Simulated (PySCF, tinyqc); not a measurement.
RHF in the sto-3g basis, for LiH, spin multiplicity 1, step by step. The lowest restricted solution is unstable here: a spin-polarised one lies 0.0034 hartree lower (PySCF). One step of it, computed by the program tinyqc.

Task: Iteration 3: DIIS coefficients. Solve [B -1; -1 0][c; lambda] = [0; -1] for the coefficients, which sum to one.

B (overlaps of the stored error matrices):
```
               1              2
1  4.1306650e-02  2.2677220e-02
2  2.2677220e-02  1.2531099e-02
```

Give: DIIS coefficients.

Result:

DIIS coefficients: -1.1960  2.1960
